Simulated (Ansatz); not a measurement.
# C₅H₆: one species, many methods

Aim: compute C₅H₆ with functionals from several rungs and with coupled cluster, and see how far each lands from CCSD(T) at the basis-set limit for the atomisation energy.

The runs use Ansatz 0.2.0, Gaussian basis; functionals in def2-TZVPP, the program's frozen cores in correlated methods.

Levels to be run: LDA (SPW92), PBE-D4, revPBE-D4, BLYP-D4, r2SCAN-D4, B97M-V, PBE0-D4, B3LYP-D4, r2SCANh-D4, r2SCAN0-D4, HSE06-D4, BHLYP-D4, CAM-B3LYP-D4, LC-ωPBE, ωB97X-V, ωB97M-V, B2PLYP, PBE-QIDH; CCSD(T)/def2-SVP; CCSD(T)/def2-TZVPP; MP2/def2-QZVPP; extrapolation to the limit; RPA on PBE.

## (1) The relaxed structure

The geometry comes from an earlier relaxation with PBE0-D4 in a triple-zeta def2 set; it is a stationary point, not always the lowest conformer.

SMILES `CC1=CC=C1`, 11 atoms, charge 0, spin multiplicity 1.

Atoms are counted from 1 here; the program's logs count them from 0.

Bond lengths: C1–C2 1.469 Å, C1–H6 1.096 Å, C1–H7 1.092 Å, C1–H8 1.096 Å, C2–C3 1.332 Å, C2–C5 1.575 Å, C3–C4 1.559 Å, C3–H9 1.081 Å, C4–C5 1.328 Å, C4–H10 1.082 Å, C5–H11 1.081 Å. Angles: C2–C1–H6 110.9°, C2–C1–H7 111.2°, C2–C1–H8 110.9°, H6–C1–H7 108.6°, H6–C1–H8 106.4°, H7–C1–H8 108.6°, C1–C2–C3 137.3°, C1–C2–C5 132.9°, C3–C2–C5 89.8°, C2–C3–C4 90.1°, C2–C3–H9 134.8°, C4–C3–H9 135.1°, C3–C4–C5 90.6°, C3–C4–H10 134.6°, C5–C4–H10 134.8°, C2–C5–C4 89.5°, C2–C5–H11 135.2°, C4–C5–H11 135.3°.

## (2) LDA

This LDA is Slater exchange with PW92 correlation.

Input file in.yaml:

```yaml
crystal:
  periodic: [false, false, false]
  atoms:
    - {symbol: C, position_ang: [-1.659536, 0.098621, 0.117099]}
    - {symbol: C, position_ang: [-0.194296, -0.007898, 0.098630]}
    - {symbol: C, position_ang: [0.781459, -0.238127, 0.975222]}
    - {symbol: C, position_ang: [1.838055, -0.112312, -0.164179]}
    - {symbol: C, position_ang: [0.875694, 0.118635, -1.050072]}
    - {symbol: H, position_ang: [-1.985181, 1.082844, -0.239384]}
    - {symbol: H, position_ang: [-2.053688, -0.054805, 1.123339]}
    - {symbol: H, position_ang: [-2.114488, -0.640242, -0.552869]}
    - {symbol: H, position_ang: [0.820473, -0.431926, 2.038333]}
    - {symbol: H, position_ang: [2.916214, -0.184174, -0.211902]}
    - {symbol: H, position_ang: [0.840694, 0.312182, -2.113418]}
basis:
  gaussian: {orbitals: def2-TZVPP}
hamiltonian: {xc: lda}
output: {orbitals: {seedname: orbitals}}
```

Command:

```
$ ansatz run in.yaml --threads 2 --pin off --events-out ev --progress --plain --max-ram 4352MiB
```

The runs that follow: PBE-D4 (GGA); revPBE-D4 (GGA); BLYP-D4 (GGA); r2SCAN-D4 (meta-GGA); B97M-V (meta-GGA); PBE0-D4 (hybrid); B3LYP-D4 (hybrid); r2SCANh-D4 (hybrid); r2SCAN0-D4 (hybrid); HSE06-D4 (hybrid); BHLYP-D4 (hybrid); CAM-B3LYP-D4 (range-separated); LC-ωPBE (range-separated); ωB97X-V (range-separated); ωB97M-V (range-separated); B2PLYP (double hybrid); PBE-QIDH (double hybrid); CCSD(T) in def2-SVP; CCSD(T) in def2-TZVPP; MP2 in def2-QZVPP; RPA on PBE orbitals.

Q: Predict the results of all the runs planned. Wanted: atomisation energy, CCSD(T)/CBS; farthest beyond LDA; mean size of error, GGA; mean size of error, meta-GGA; mean size of error, hybrid; mean size of error, range-separated; mean size of error, double hybrid; gap, smallest and largest; T1 diagnostic.

As calculated:

| quantity | value |
| --- | --- |
| atomisation energy, CCSD(T)/CBS | 1116.7 kcal/mol |
| functionals within 5.6 kcal/mol (0.5 %) | BLYP-D4, r2SCAN-D4, B97M-V, B3LYP-D4, r2SCANh-D4, CAM-B3LYP-D4, LC-ωPBE, ωB97X-V, ωB97M-V, PBE-QIDH |
| farthest beyond LDA | PBE-D4 (+38.9 kcal/mol) |
| mean size of error, GGA | 16.6 kcal/mol |
| mean size of error, meta-GGA | 2.9 kcal/mol |
| mean size of error, hybrid | 14.2 kcal/mol |
| mean size of error, range-separated | 2.8 kcal/mol |
| mean size of error, double hybrid | 5.9 kcal/mol |
| gap, smallest and largest | 1.90 eV (LDA (SPW92)), 9.05 eV (LC-ωPBE) |
| T1 diagnostic | 0.0123 |
| triples share of the correlation energy | 4.8 % |

In words: LDA overbinds by 173.3 kcal/mol (16 %). PBE-D4 is off by +38.9 kcal/mol. Double hybrids carry the basis error of their MP2 part in triple zeta, and no dispersion term here, so their miss is partly the set-up's. The rungs range-separated, meta-GGA miss on average by less than the doubt on the reference (5.6 kcal/mol), so they tie. The reference freezes the cores and leaves out relativity and excitations past (T), so misses under about 5.6 kcal/mol can't be ranked. Hartree-Fock recovers 73 % of the binding; the rest is correlation. CCSD(T) in def2-SVP is off by -40.0 kcal/mol, so the small basis spoils what the method gains. Orbital gaps span 1.9 to 9.0 eV; exact exchange widens them. The restricted reference is unstable towards a spin-broken one.
